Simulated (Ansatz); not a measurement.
**BH4NaSi (SMILES [Na][BH][SiH3]): single points off equilibrium**

The task here is to estimate one member of a computed series from the others.

Program: Ansatz 0.2.0, Gaussian basis. Level of theory: single points in def2-TZVPP. These are calculated values, not measurements.

Correlated methods freeze the cores. The outer core shell of Li, Na, Mg and K is correlated.

### Starting geometry

SMILES `[Na][BH][SiH3]`, 7 atoms, charge 0, spin multiplicity 1.

Atoms are counted from 1 here; the program's logs count them from 0.

Bond lengths: Na1–B2 2.451 Å, B2–Si3 1.943 Å, B2–H4 1.225 Å, Si3–H5 1.490 Å, Si3–H6 1.588 Å, Si3–H7 1.482 Å. Angles: Na1–B2–Si3 121.0°, Na1–B2–H4 110.2°, Si3–B2–H4 127.7°, B2–Si3–H5 99.8°, B2–Si3–H6 111.2°, B2–Si3–H7 123.8°, H5–Si3–H6 109.0°, H5–Si3–H7 105.0°, H6–Si3–H7 107.0°.

As a file:

```xyz
7

Na   -2.9070   -1.0320   -0.2442
B    -0.4844   -1.0734    0.1229
Si    0.5707    0.5555    0.0216
H    -0.0787   -2.2294    0.1410
H     0.1841    1.0231   -1.3397
H     0.0849    1.6219    1.0932
H     2.0525    0.5794    0.0291
```

The first run:

Input file run/in.yaml:

```yaml
crystal:
  periodic: [false, false, false]
  atoms:
    - {symbol: Na, position_ang: [-2.907020, -1.032032, -0.244185]}
    - {symbol: B, position_ang: [-0.484373, -1.073354, 0.122900]}
    - {symbol: Si, position_ang: [0.570653, 0.555528, 0.021628]}
    - {symbol: H, position_ang: [-0.078704, -2.229369, 0.141040]}
    - {symbol: H, position_ang: [0.184117, 1.023107, -1.339666]}
    - {symbol: H, position_ang: [0.084888, 1.621871, 1.093169]}
    - {symbol: H, position_ang: [2.052497, 0.579449, 0.029134]}
basis:
  gaussian: {orbitals: def2-TZVPP}
hamiltonian: {xc: pbe, dispersion: d4}
output: {forces: true}
```

The run is started by

```console
$ ansatz run in.yaml --threads 2 --pin off --events-out ev --progress --plain --max-ram 3481MiB
```

Among the steps run: PBE-D4/def2-TZVPP; r2SCAN-D4/def2-TZVPP; PBE0-D4/def2-TZVPP; wB97M-V/def2-TZVPP; CCSD(T)/def2-TZVPP.

One of the session's tables, all rows but one given; the rest of the session is left out.

| method | RMS force component (eV/Å) | angle to CCSD(T) forces (°) | dipole (D) |
| --- | --- | --- | --- |
| PBE-D4 | 0.454 | 16.0 | 5.57 |
| r2SCAN-D4 | ? | ? | ? |
| PBE0-D4 | 0.492 | 8.9 | 6.21 |
| wB97M-V | 0.525 | 7.2 | 6.57 |
| CCSD(T) | 0.542 | reference | 6.48 |

Estimate the missing values for r2SCAN-D4.

**Answer.** RMS force component (eV/Å): 0.480; angle to CCSD(T) forces (°): 11.5; dipole (D): 6.30. In the column «RMS force component (eV/Å)» it lies between PBE-D4 (0.454) and PBE0-D4 (0.492).
